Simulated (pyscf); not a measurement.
Substitution at C: H₃C–GeH₃ + methyl (CH₃•) -> ethane (H₃C–CH₃) + GeH₃•

Gas phase, doublet surface, charge 0. Bonds broken: C1–Ge2. Bonds formed: C1–C9. Structures and frequencies: ωB97X-D3(BJ)/def2-SVP in PySCF.

Transition state (Å):

```xyz
12

C     -0.9370     0.3027     0.2700
Ge     1.2462    -0.3844     0.3869
H     -1.0925    -0.3014    -0.6247
H     -0.6186     1.3418     0.1776
H     -1.1365    -0.1207     1.2551
H      1.9516     0.2529     1.6049
H      1.3246    -1.9209     0.5282
H      2.0134     0.0266    -0.8897
C     -2.8623     0.9083     0.1667
H     -3.4624    -0.0072     0.2410
H     -2.9605     1.4102    -0.8041
H     -3.0030     1.5859     1.0181
```

One imaginary mode, 1106i cm⁻¹; descent along it reached the two sides named.

```tsv
bond	change	reactant side (Å)	saddle	product side
C1–Ge2	breaks	1.952	2.292	4.0
C1–C9	forms	3.6	2.021	1.527
```

Electronic energies relative to the separated reactants (kcal/mol):

| level | barrier | reaction energy | reverse barrier |
|---|---|---|---|
| ωB97X-D3(BJ)/def2-TZVP | 34.6 | -12.3 | 46.9 |
| PBE/def2-TZVP | 24.2 | -16.0 | 40.1 |
| r²SCAN/def2-TZVP | 29.4 | -12.0 | 41.5 |
| B3LYP-D3(BJ)/def2-TZVP | 29.3 | -13.9 | 43.2 |
| PBE0-D3(BJ)/def2-TZVP | 29.5 | -14.6 | 44.1 |
| M06-2X/def2-TZVP | 31.4 | -17.2 | 48.6 |
| ωB97M-D3(BJ)/def2-TZVP | 33.2 | -15.4 | 48.6 |
| HF/def2-TZVP | 52.0 | -9.1 | 61.1 |

With ωB97M-D3(BJ)/def2-TZVP energies and thermal terms (ideal gas, 1 atm, RRHO with modes under 100 cm⁻¹ raised to 100, one conformer, R ln 2 for chiral ones without a mode under 150 cm⁻¹), in kcal/mol:

| T (K) | ΔH‡ | ΔG‡ | ΔH | ΔG |
|---|---|---|---|---|
| 298 | 34.6 | 43.6 | -12.4 | -11.9 |
| 600 | 34.8 | 52.6 | -13.5 | -11.0 |
| 900 | 35.3 | 61.5 | -14.2 | -9.5 |
| 1200 | 35.8 | 70.1 | -14.5 | -7.9 |

The same reactants have a lower exit, to H₃C–GeH₂• + CH₄ (barrier +5.4 kcal/mol at ωB97M-D3(BJ)/def2-TZVP, against +33.2 kcal/mol here). One saddle was located; it need not be the lowest between these sides. The angle at the attacked C is 180°. Elements up to Kr have no core potential and no relativistic terms here.
